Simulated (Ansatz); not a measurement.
This Ansatz (an electronic-structure program) input (MP2/aug-cc-pVQZ) gives -337.26083 Eh with 320 basis functions.

Ansatz 0.2 input:
```yaml
crystal:
  periodic: [false, false, false]
  atoms:
    - {symbol: C, position_ang: [0.00171763, -0.00263817, 0.32505308]}
    - {symbol: F, position_ang: [-0.01708335, 1.26042782, -0.06192073]}
    - {symbol: F, position_ang: [1.09904525, -0.61482395, -0.08303830]}
    - {symbol: F, position_ang: [-1.08310698, -0.64384509, -0.07174301]}
basis:
  gaussian:
    orbitals: aug-cc-pVQZ
magnetization: {spin_polarized: true, initial_magnetization: 1}
correlation: {method: mp2, electrons: outside_noble_gas}
```

Change:
```diff
- orbitals: aug-cc-pVQZ
+ orbitals: cc-pV5Z
```

Problem. What does the run give now?

Solution. -337.29008 Eh (MP2/cc-pV5Z, 364 functions), a change of -29.25 mEh.
